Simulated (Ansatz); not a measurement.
Working through harmonic frequencies at the relaxed geometry of CH6NSi, SMILES CN[SiH2]

Computed with the Python package of Ansatz (0.2.0).

Notebook, run cell by cell (the value of a cell's last expression is shown):

```python
import itertools
import warnings

import ansatz as az
from ase import Atoms
from ase.data import atomic_numbers, covalent_radii
import numpy as np
```

```python
BASIS = "cc-pVDZ"
XC = "PBE0"
```

```python
warnings.simplefilter("ignore", az.DeckWarning)
```

```python
atoms = Atoms(["C", "N", "Si", "H", "H", "H", "H", "H", "H"], positions=[
    (-0.4273, 0.4703, -0.8606),
    (0.7154, -0.0356, -0.2478),
    (0.6681, -1.0693, 1.0924),
    (-1.0787, -0.2671, -1.2124),
    (-0.1911, 1.0912, -1.7726),
    (-1.0187, 1.1947, -0.1918),
    (1.3904, 0.7349, -0.0568),
    (-0.4, -1.9803, 0.9187),
    (0.4303, -0.1852, 2.3137),
])
geometry = az.Crystal.molecule_from_ase(atoms)

model = geometry.calculation().basis(gaussian=BASIS).functional(XC).spin("collinear", total=1)
symbols = [site.symbol for site in geometry.cartesian_sites]
start = np.array([site.position_ang for site in geometry.cartesian_sites], dtype=float)
r = model.relax(force_tolerance=0.003).run(threads=1, pin="off").report
end = np.array(r["positions_ang"])
```

    

```python
# pairs closer than 1.2 times the sum of covalent radii, before or after
radius = [covalent_radii[atomic_numbers[s]] for s in symbols]
span = lambda where, i, j: np.linalg.norm(where[i] - where[j])
bonded = [(i, j) for i, j in itertools.combinations(range(len(symbols)), 2) if min(span(start, i, j), span(end, i, j)) < 1.2 * (radius[i] + radius[j])]
print("pair        before    after (A)")
for i, j in bonded:
    print(f"{symbols[i]}{i}-{symbols[j]}{j}".ljust(10), f"{span(start, i, j):8.4f} {span(end, i, j):8.4f}")
```

    pair        before    after (A)
    C0-N1        1.3918   1.4467
    C0-H3        1.0449   1.1009
    C0-H4        1.1283   1.1063
    C0-H5        1.1497   1.1031
    N1-Si2       1.6932   1.7526
    N1-H6        1.0420   1.0164
    Si2-H7       1.4145   1.5093
    Si2-H8       1.5264   1.5082

```python
# frequencies need a stationary point, so they are taken at the relaxed geometry
minimum = az.Crystal.molecule()
for symbol, place in zip(symbols, end):
    minimum = minimum.atom(symbol, place.tolist())
vibrating = (
    minimum.calculation()
    .basis(gaussian=BASIS)
    .functional(XC)
    .spin("collinear", total=1)
    .phonons(temperatures=(200, 600, 100))
)
vib = vibrating.run(threads=1, pin="off").report["vibrations"]
sums = vib["harmonic_sums"]
modes = [m["omega_inv_cm"] for m in sums["modes_at_gamma"] if m["rigid_motion"] == "no"]
print("frequencies (1/cm):", " ".join(f"{w:.0f}" for w in modes))
print("imaginary modes:", sum(w < 0 for w in modes), " zero-point energy:", round(sums["zero_point_energy_ev"], 4), "eV")
print("T (K)   F_vib (eV)   S_vib (meV/K)   C_vib (meV/K)")
for row in zip(sums["temperatures_k"], sums["vibrational_free_energy_ev"], vib["entropy_ev_per_k"], vib["heat_capacity_ev_per_k"]):
    print(f"{row[0]:6.1f} {row[1]:11.4f} {1000 * row[2]:13.4f} {1000 * row[3]:15.4f}")
```

    frequencies (1/cm): 148 182 259 496 683 721 772 877 1090 1126 1166 1396 1440 1460 1491 2127 2166 3014 3085 3134 3600
    imaginary modes: 0  zero-point energy: 1.8867 eV
    T (K)   F_vib (eV)   S_vib (meV/K)   C_vib (meV/K)
     200.0      1.8702        0.2201          0.3028
     300.0      1.8405        0.3745          0.4719
     400.0      1.7951        0.5334          0.6384
     500.0      1.7338        0.6921          0.7862
     600.0      1.6568        0.8470          0.9126

What to keep in mind:
- The settings weren't tested for convergence.
- The frequencies are harmonic and unscaled, in a modest basis. The result belongs to the one conformer reached from this start, and soft torsions count as harmonic oscillators.
- The species is open-shell (spin multiplicity 2).
- The whole script took 3.6 min on 1 thread of Arm Neoverse V1, on a shared host, peak memory 0.26 GiB.

(Lines on the test bed's own set-up are left out of the output.)
